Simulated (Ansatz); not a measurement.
Input for Ansatz (development build ahead of 0.2.0):

```yaml
crystal:
  periodic: [false, false, false]
  atoms:
    - { symbol: C, position_ang: [-0.68214, -1.0e-05, -0.01637] }
    - { symbol: B, position_ang: [0.87206, -3.0e-05, -0.0209] }
    - { symbol: H, position_ang: [-1.14585, -0.89606, -0.43613] }
    - { symbol: H, position_ang: [-0.9487, 6.0e-05, 1.05695] }
    - { symbol: H, position_ang: [-1.14545, 0.89609, -0.43641] }
    - { symbol: H, position_ang: [1.4861, 1.02439, 0.00926] }
    - { symbol: H, position_ang: [1.48649, -1.02423, 0.00907] }
basis:
  gaussian: { orbitals: cc-pVTZ }
hamiltonian:
  xc: hf
correlation:
  method: mp2
  frozen_orbitals: { B: 1, C: 1, H: 0 }
```

The input is written out in the form of the current development build from the run's settings.

Results

```
Converged                       : yes
Reference energy                : -65.46634 hartree
Correlation energy              : -0.28826 hartree
Total energy                    : -65.75460 hartree
Spin squared of the determinant : 0.000
Stability test                  : minimum among restricted orbitals
```
